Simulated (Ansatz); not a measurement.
**Rock-salt TiC**

All values below come from LDA (PAW; Ansatz, a first-principles code).

Numerical settings: plane-wave cutoff 520 eV, 26×26×26 k mesh, Fermi–Dirac smearing 0.056 eV (set by the program), no spin polarisation, scalar-relativistic PAW data made under PBE.

Cell (relaxed at this level):

```xyz
2
Lattice="0.0000 2.1304 2.1304 2.1304 0.0000 2.1304 2.1304 2.1304 0.0000" Properties=species:S:1:pos:R:3 pbc="T T T"
Ti     0.0000     0.0000     0.0000
C      2.1304     2.1304     2.1304
```

```
Item                                            Result
---------------------------------------------  -------
elastic constant C11                           588 GPa
elastic constant C12                           129 GPa
elastic constant C44                           177 GPa
Voigt–Reuss–Hill bulk modulus                  282 GPa
Voigt–Reuss–Hill shear modulus (Hill average)  196 GPa
Young modulus                                  478 GPa
Poisson ratio                                    0.218
```

Measured, for comparison: elastic constant C11 500 GPa (temperature not stated, not corrected to a static lattice, our sources range from 500 to 514; as tabulated in Jochym et al. (1999), arXiv:1301.6077); elastic constant C12 113 GPa (temperature not stated, not corrected to a static lattice, our sources range from 106 to 113; as tabulated in Jochym et al. (1999), arXiv:1301.6077); elastic constant C44 175 GPa (temperature not stated, not corrected to a static lattice; as tabulated in Jochym et al. (1999), arXiv:1301.6077). Computed (rounded) less measured: elastic constant C11 +18 % (+14 % to +18 % over the range), elastic constant C12 +14 % (+14 % to +22 % over the range), elastic constant C44 +1 %.

Elastic constants are with the ions relaxed.

Computed values are for the static lattice.

Cost on a shared machine: roughly 6 core-minutes.
